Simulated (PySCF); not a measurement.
## Gas-phase thermal properties of C₃H₄ (allene)

Computed with PySCF (xtb for GFN2) and rigid-rotor harmonic-oscillator thermochemistry at 1 bar. Table values come from the NASA 1993 polynomials. 6-31G* has spherical d functions here. All species are closed-shell singlets. B3LYP is the form with VWN-RPA correlation. The harmonic model lacks anharmonicity and excited electronic states, which grow with temperature; levels with a mode under 35 cm⁻¹ are left out.

| level | point group | σ | ZPE (kJ/mol) | S°298 (J/mol/K) | Cp298 (J/mol/K) | S°1000 (J/mol/K) | H1000 − H298 (kJ/mol) |
|---|---|---|---|---|---|---|---|
| table | - | - | - | 243.6 | 58.9 | 349.4 | 65.4 |
| B3LYP/6-31G* | D2d | 4 | 145.7 | 242.1 | 57.2 | 345.6 | 64.1 |
| GFN2-xTB | D2d | 4 | 140.7 | 244.7 | 59.6 | 350.5 | 65.4 |
| HF/6-31G* | D2d | 4 | 156.0 | 240.2 | 53.9 | 338.8 | 61.3 |
| PBE/def2-SVP | D2d | 4 | 139.6 | 244.1 | 59.9 | 350.9 | 65.9 |
| PBE0/def2-TZVP | D2d | 4 | 144.9 | 242.5 | 57.7 | 346.5 | 64.4 |
σ: rotational symmetry number. Electronic degeneracy used: 1. Frequencies are unscaled.
